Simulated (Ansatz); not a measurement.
A calculation with Ansatz (development build ahead of 0.2.0).

```yaml
crystal:
  periodic: [false, false, false]
  atoms:
    - { symbol: C, position_ang: [0.00977, 0.00014, -1.02379] }
    - { symbol: S, position_ang: [-0.00419, 0.00882, 0.58686] }
    - { symbol: H, position_ang: [-0.00906, -0.93326, -1.61508] }
    - { symbol: H, position_ang: [0.00544, 0.92366, -1.61858] }
basis:
  gaussian: { orbitals: cc-pVTZ }
hamiltonian:
  xc: hf
correlation:
  method: mp2
  frozen_orbitals: { C: 1, H: 0, S: 5 }
```

The input is written out in the form of the current development build from the run's settings.

Results

```yaml
Converged: yes
Reference_energy: -436.55590 hartree
Correlation_energy: -0.33531 hartree
Total_energy: -436.89121 hartree
Spin_squared_of_the_determinant: 0.000
```
